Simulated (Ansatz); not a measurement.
HO$_{2}$, SMILES `[O]O` radical at its PBE0-D4/def2-TZVP geometry, where that method's forces vanish. The species carries charge 0 and has multiplicity 2.

```xyz
3

O     0.0949   -0.8699    0.5054
O     0.3061    0.1099   -0.3361
H    -0.4010    0.7601   -0.1693
```

(1) What forces (eV/Å) does ωB97M-V/def2-TZVPP give on these atoms in Ansatz? (An estimate is asked.)

## Answers

(1) Computed: 
```
O1  -0.070 -0.247  0.226
O2  -0.009  0.343 -0.223
H3   0.079 -0.096 -0.003
```
